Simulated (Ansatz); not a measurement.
Start from `C/C=C/C=O` and change one atom or group to get `C/C=C/C#N`.

Ansatz, PBE0-D4/def2-TZVP geometries, multiplicity 1. Each molecule was computed in one conformer, which needn't be the lowest.

```
                                        property  `C/C=C/C=O`
             LUMO energy (B3LYP/def2-TZVPP) / eV        -1.79
           LUMO energy (ωB97M-V/def2-TZVPP) / eV         0.62
           HOMO energy (ωB97M-V/def2-TZVPP) / eV        -9.79
           HOMO–LUMO gap (B3LYP/def2-TZVPP) / eV         5.31
             HOMO–LUMO gap (PBE/def2-TZVPP) / eV         3.11
size of the dipole moment (B3LYP/def2-TZVPP) / D         4.14
```

Q: Give the same properties after the change, and the shifts. (Estimate.)

A: The calculation gave: 
```tsv
property	`C/C=C/C#N`	shift
LUMO energy (B3LYP/def2-TZVPP) / eV	-1.56	0.23
LUMO energy (ωB97M-V/def2-TZVPP) / eV	0.80	0.18
HOMO energy (ωB97M-V/def2-TZVPP) / eV	-10.10	-0.31
HOMO–LUMO gap (B3LYP/def2-TZVPP) / eV	6.18	0.87
HOMO–LUMO gap (PBE/def2-TZVPP) / eV	4.55	1.44
size of the dipole moment (B3LYP/def2-TZVPP) / D	4.80	0.66
```

With PBE0 the HOMO falls by 0.62 eV and the LUMO rises by 0.22 eV, so the gap widens by about 0.84 eV. PBE moves the HOMO by -1.16 eV and ωB97M-V by -0.31 eV. The zero-point energy changes by -27.8 kJ/mol with -3 modes. Dipoles are sizes alone; their direction can turn.

B3LYP here is the variant with VWN-RPA as its local correlation; programs differ in this.
